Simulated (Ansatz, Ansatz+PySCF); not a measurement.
```yaml
atoms:
  - { symbol: C, position_ang: [1.0735, 0.0057, 0.1354] }
  - { symbol: C, position_ang: [0.0069, 1.0818, -0.1305] }
  - { symbol: C, position_ang: [-1.0687, -0.0071, 0.1248] }
  - { symbol: C, position_ang: [-0.0097, -1.0774, -0.1283] }
  - { symbol: H, position_ang: [1.3956, 0.0002, 1.1737] }
  - { symbol: H, position_ang: [1.9769, -0.0047, -0.5191] }
  - { symbol: H, position_ang: [0.0005, 1.3953, -1.1828] }
  - { symbol: H, position_ang: [0.0002, 1.9811, 0.5122] }
  - { symbol: H, position_ang: [-1.9735, 0.0096, -0.5111] }
  - { symbol: H, position_ang: [-1.4045, 0.0095, 1.1756] }
  - { symbol: H, position_ang: [-0.0071, -1.9773, 0.5159] }
  - { symbol: H, position_ang: [0.0044, -1.3979, -1.1848] }
```

RHF-MP2 on singlet C₄H₈ was run in several spherical basis sets with Ansatz (development build ahead of 0.2.0). Frozen core: 4 orbitals.

(1) Rank the basis sets by the total energy that they give, lowest first, with the distance from the lowest.
A. 6-31G(d)
B. def2-SVP
C. STO-3G
D. cc-pVDZ

## Answers

(1) D (0.00 eV), A (1.75 eV), B (3.36 eV), C (59.79 eV).

Totals follow the description of the cores as much as that of the bonds, so this order isn't one of quality for chemistry.
